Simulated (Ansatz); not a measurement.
Candidate structures of P, relaxed level by level: P (Imma, No. 74, 2 atoms in the cell; start mp-7245; another form than the element's usual one); P (model structure, Fd-3m, No. 227, 2 atoms in the cell); P (model structure, started from the lonsdaleite type, P6₃/mmc, No. 194, 4 atoms in the cell); black phosphorus. Levels: r²SCAN+rVV10 (plane waves, PAW; Ansatz, a program for electronic structure).

Q: Which structure has the lowest energy at each level, and how far above it lie the others?

A: Lowest: r²SCAN+rVV10, black phosphorus. Energies above the lowest of these candidates, meV/atom:

```tsv
structure	r²SCAN+rVV10
black phosphorus	0
P (Imma, No. 74, 2 atoms in the cell; start mp-7245; another form than the element's usual one)	64
P (model structure, started from the lonsdaleite type, P6₃/mmc, No. 194, 4 atoms in the cell)	76
P (model structure, Fd-3m, No. 227, 2 atoms in the cell)	651
```

Started from a measured cell: black phosphorus.

Static-lattice energies; unlike cells have unlike k meshes, which leaves some meV/atom of uncertainty, and other structures than these can lie lower.

Note: the relaxation could not lower the start's symmetry, so the cell can be a saddle point above a distorted one.

A model structure was made by putting elements into a prototype or built by hand; it is no filed structure, need not be a known phase, and can be a saddle point held by its symmetry.

A start named mp-… is a Materials Project structure, which need not be a measured phase.
